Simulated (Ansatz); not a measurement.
# C₂H₆S₂: one species, many methods

How much do the methods differ for C₂H₆S₂? The plan is to run it at one geometry with functionals of several rungs and with coupled cluster, and see how far each lands from CCSD(T) at the basis-set limit for the atomisation energy.

The runs use Ansatz 0.2.0, Gaussian basis; functionals in def2-TZVPP, the program's frozen cores in correlated methods.

The runs, in order: LDA (SPW92), PBE-D4, revPBE-D4, BLYP-D4, r2SCAN-D4, B97M-V, PBE0-D4, B3LYP-D4, r2SCANh-D4, r2SCAN0-D4, HSE06-D4, BHLYP-D4, CAM-B3LYP-D4, LC-ωPBE, ωB97X-V, ωB97M-V, B2PLYP, PBE-QIDH; CCSD(T)/def2-SVP; CCSD(T)/def2-TZVPP; MP2/def2-QZVPP; extrapolation to the limit; RPA on PBE.

## (1) Structure used throughout

All runs share one geometry, relaxed beforehand with PBE0-D4 in a triple-zeta def2 set.

SMILES `CSSC`, 10 atoms, charge 0, spin multiplicity 1.

Atoms are counted from 1 here; the program's logs count them from 0.

Bond lengths: C1–S2 1.805 Å, C1–H5 1.090 Å, C1–H6 1.089 Å, C1–H7 1.093 Å, S2–S3 2.027 Å, S3–C4 1.805 Å, C4–H8 1.093 Å, C4–H9 1.090 Å, C4–H10 1.089 Å. Angles: S2–C1–H5 111.3°, S2–C1–H6 110.5°, S2–C1–H7 106.2°, H5–C1–H6 110.3°, H5–C1–H7 108.9°, H6–C1–H7 109.4°, C1–S2–S3 103.4°, S2–S3–C4 103.4°, S3–C4–H8 106.2°, S3–C4–H9 111.3°, S3–C4–H10 110.5°, H8–C4–H9 108.9°, H8–C4–H10 109.4°, H9–C4–H10 110.3°.

## (2) LDA

This LDA is Slater exchange with PW92 correlation.

The input, in.yaml:

```yaml
crystal:
  periodic: [false, false, false]
  atoms:
    - {symbol: C, position_ang: [-1.051275, 1.501762, -0.317177]}
    - {symbol: S, position_ang: [0.740383, 1.356670, -0.153887]}
    - {symbol: S, position_ang: [0.967846, -0.119657, 1.216860]}
    - {symbol: C, position_ang: [0.915168, -1.624634, 0.221855]}
    - {symbol: H, position_ang: [-1.485362, 0.595224, -0.738416]}
    - {symbol: H, position_ang: [-1.506052, 1.726504, 0.646680]}
    - {symbol: H, position_ang: [-1.228660, 2.332470, -1.004304]}
    - {symbol: H, position_ang: [1.095826, -2.452645, 0.911378]}
    - {symbol: H, position_ang: [-0.061351, -1.758063, -0.243221]}
    - {symbol: H, position_ang: [1.696577, -1.608931, -0.536768]}
basis:
  gaussian: {orbitals: def2-TZVPP}
hamiltonian: {xc: lda}
output: {orbitals: {seedname: orbitals}}
```

Further steps of the session: PBE-D4 (GGA); revPBE-D4 (GGA); BLYP-D4 (GGA); r2SCAN-D4 (meta-GGA); B97M-V (meta-GGA); PBE0-D4 (hybrid); B3LYP-D4 (hybrid); r2SCANh-D4 (hybrid); r2SCAN0-D4 (hybrid); HSE06-D4 (hybrid); BHLYP-D4 (hybrid); CAM-B3LYP-D4 (range-separated); LC-ωPBE-D4 (range-separated); ωB97X-V (range-separated); ωB97M-V (range-separated); B2PLYP (double hybrid); PBE-QIDH (double hybrid); CCSD(T) in def2-SVP; CCSD(T) in def2-TZVPP; MP2 in def2-QZVPP; RPA on PBE orbitals.

Before running them: what should the planned runs give, taken together? Wanted: atomisation energy, CCSD(T)/CBS; farthest beyond LDA; mean size of error, GGA; mean size of error, meta-GGA; mean size of error, hybrid; mean size of error, range-separated; mean size of error, double hybrid; gap, smallest and largest; T1 diagnostic.

**Answer**, as computed:

```
                               quantity                                                                      value
        atomisation energy, CCSD(T)/CBS                                                              3484.0 kJ/mol
 functionals within 17.4 kJ/mol (0.5 %)  revPBE-D4, BLYP-D4, B3LYP-D4, r2SCANh-D4, CAM-B3LYP-D4, ωB97X-V, PBE-QIDH
                    farthest beyond LDA                                                    BHLYP-D4 (-95.6 kJ/mol)
                mean size of error, GGA                                                                32.3 kJ/mol
           mean size of error, meta-GGA                                                                22.2 kJ/mol
             mean size of error, hybrid                                                                29.3 kJ/mol
    mean size of error, range-separated                                                                18.5 kJ/mol
      mean size of error, double hybrid                                                                31.7 kJ/mol
              gap, smallest and largest                                  4.31 eV (LDA (SPW92)), 11.64 eV (LC-ωPBE)
                          T1 diagnostic                                                                     0.0112
triples share of the correlation energy                                                                      4.3 %
```

In words: The LDA atomisation energy is off by 513.5 kJ/mol (15 %): it overbinds. PBE-D4 is off by +79.9 kJ/mol. Double hybrids carry the basis error of their MP2 part in triple zeta, and no dispersion term here, so their miss is partly the set-up's. By mean error the best rung here is range-separated (18.5 kJ/mol) and the worst beyond LDA is GGA (32.3 kJ/mol). The gap between the best rungs is small, so their order is not settled. Misses under about 17.4 kJ/mol are within the doubt on the reference itself, which lacks core-valence correlation, relativity and higher excitations. Hartree-Fock recovers 72 % of the binding; the rest is correlation. CCSD(T) in def2-SVP is off by -234.6 kJ/mol, more than most functionals: a good method in a small basis is no reference. The gap grows from 4.3 to 11.6 eV across the functionals, mostly with the share of exact exchange.
